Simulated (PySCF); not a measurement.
First SCF of a structure search on doublet PN(OH), at a hand-made bent (heavy-atom frame) geometry. PySCF input:

```python
from pyscf import gto, scf, dft
mol = gto.M(atom='''
P      0.000000     0.000000     0.000000
N      1.327000     0.000000     0.929200
O     -1.425300     0.000000     0.998000
H     -1.930800     0.735400     1.352000''',
    basis={'P': 'def2-TZVP', 'N': 'def2-TZVP', 'O': 'def2-TZVP', 'H': 'def2-TZVP'},
    charge=0, spin=1)
mf = dft.UKS(mol, xc='PBE0')
mf.grids.atom_grid = (50, 194)
aux = {'P': 'def2-universal-JKFIT', 'N': 'def2-universal-JKFIT', 'O': 'def2-universal-JKFIT', 'H': 'def2-universal-JKFIT'}
mf = mf.density_fit(auxbasis=aux)
mf.conv_tol = 1e-08
mf.diis_space = 10
mf.max_cycle = 60
mf.init_guess = 'minao'
mf.verbose = 4
mf.kernel()
```

Excerpt of the output (cycles alone):

```
init E= -471.690119225857
cycle= 1 E= -471.524625769151  delta_E= 0.165  |g|= 0.512  |ddm|= 1.27
cycle= 2 E= -471.215200708629  delta_E= 0.309  |g|= 0.988  |ddm|= 0.861
cycle= 3 E= -471.630502081549  delta_E= -0.415  |g|= 0.135  |ddm|= 0.613
cycle= 4 E= -471.632758414034  delta_E= -0.00226  |g|= 0.124  |ddm|= 0.154
cycle= 5 E= -471.641234961536  delta_E= -0.00848  |g|= 0.0188  |ddm|= 0.0926
cycle= 6 E= -471.64207585702  delta_E= -0.000841  |g|= 0.00965  |ddm|= 0.0442
cycle= 7 E= -471.642463190583  delta_E= -0.000387  |g|= 0.00602  |ddm|= 0.0314
cycle= 8 E= -471.642691814115  delta_E= -0.000229  |g|= 0.00363  |ddm|= 0.0304
cycle= 9 E= -471.642774152282  delta_E= -8.23e-05  |g|= 0.00145  |ddm|= 0.0227
cycle= 10 E= -471.642784433378  delta_E= -1.03e-05  |g|= 0.000815  |ddm|= 0.00663
cycle= 11 E= -471.642787765977  delta_E= -3.33e-06  |g|= 0.000528  |ddm|= 0.00302
cycle= 12 E= -471.642789840455  delta_E= -2.07e-06  |g|= 0.000287  |ddm|= 0.00295
cycle= 13 E= -471.642790542841  delta_E= -7.02e-07  |g|= 0.000105  |ddm|= 0.00222
cycle= 14 E= -471.642790599643  delta_E= -5.68e-08  |g|= 3.1e-05  |ddm|= 0.00071
cycle= 15 E= -471.642790601277  delta_E= -1.63e-09  |g|= 1.22e-05  |ddm|= 9.23e-05
Extra cycle  E= -471.642790601307  delta_E= -2.98e-11  |g|= 1.85e-05  |ddm|= 2.54e-05
converged SCF energy = -471.642790601307  <S^2> = 0.77850435  2S+1 = 2.0283041
```

No lower solution of this spin was found by a stability analysis within the unrestricted form.

The search for the lowest solution, with the stability check, took 3.6 s on 4 threads of a shared Arm Neoverse V2 host, with 105 basis functions; the process peaked at 0.36 GiB.
